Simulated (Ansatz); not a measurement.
HB–CH⁺, triplet: the ladder up to UCCSDT(Q)

Geometry: that of the HB–CH, doublet, kept fixed.

```xyz
4

B     0.0000    0.0000    0.6493
C     0.0000    0.0000   -0.7007
H     0.0000    0.0000    1.8218
H     0.0000    0.0000   -1.7703
```

Basis cc-pVDZ; Ansatz 0.2.0. Correlated methods freeze the noble-gas cores, which leaves 8 electrons in 36 orbitals. R marks a restricted (for open shells ROHF) determinant, U an unrestricted one. Active spaces: valence = (8e, 10o) chosen from the atoms' valence shells.

Full CI isn't at hand for all of this; UCCSDT(Q) serves as the reference, and is uncertain by about the last step of the cluster series. The frozen core follows each run's orbitals, which can shift R against U totals by a few meV.

For open shells CISD is restricted-active-space CI with the open shells as a complete middle space.

The UHF ⟨S²⟩ is 2.014, the T1 diagnostic (RCCSD) is 0.0172 and the largest doubles amplitude (RCCSD) is 0.056. The T1 diagnostic (UCCSD) is 0.0126.

Q: From what is known of these methods and the diagnostics, rank them by the size of their error in total energy against UCCSDT(Q) in cc-pVDZ, smallest first (an estimate: the text doesn't fix the numbers).
A. RCCSDT(Q)
B. RCCSD(T)
C. CASSCF (valence space)
D. UHF
E. CISD

A: A (0.02 kcal/mol), B (0.61 kcal/mol), E (7.11 kcal/mol), C (56.45 kcal/mol), D (103.35 kcal/mol).

All errors are against UCCSDT(Q) in cc-pVDZ. Within each family the higher level lies nearer, as is usual though not guaranteed.

Natural occupations of CASSCF (valence space) about the gap: 1.981 1.978 1.972 0.990 0.990 0.026 0.019 0.017 0.017 0.011; effectively unpaired electrons, Σ n²(2−n)², 2.01.
